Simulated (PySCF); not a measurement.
**Working out the ionisation energy of Cl**

Cl [Ne] 3s2 3p5 (2P) → Cl⁺ [Ne] 3s2 3p4 (3P). Computed with PySCF 2.14 in 6-31G* (4s3p1d, 18 functions), with no relativity, point nucleus. Frozen: [Ne]. Energies in hartree (1 hartree = 27.21139 eV):

```tsv
part	Cl (lower)	Cl⁺ (upper)
UHF	-459.446509	-459.013539
CCSD correlation	-0.119432	-0.102630
(T)	-0.001532	-0.001160
```

Task: What does Hartree-Fock give?

Result: (-459.013539) − (-459.446509) = 0.432970 hartree = 11.782 eV.

Task: What do CCSD and CCSD(T) give?

Result: The CCSD correlation energies differ by 0.016802 hartree = 0.457 eV and the triples by 0.000372 hartree = 0.010 eV, so CCSD gives 12.239 eV and CCSD(T) 12.249 eV.

Measured between the centres of the two terms (NIST): 12.974 eV, so CCSD(T) (valence) is off by -0.725 eV.

What remains against the reference includes basis incompleteness, the frozen core and higher excitations.
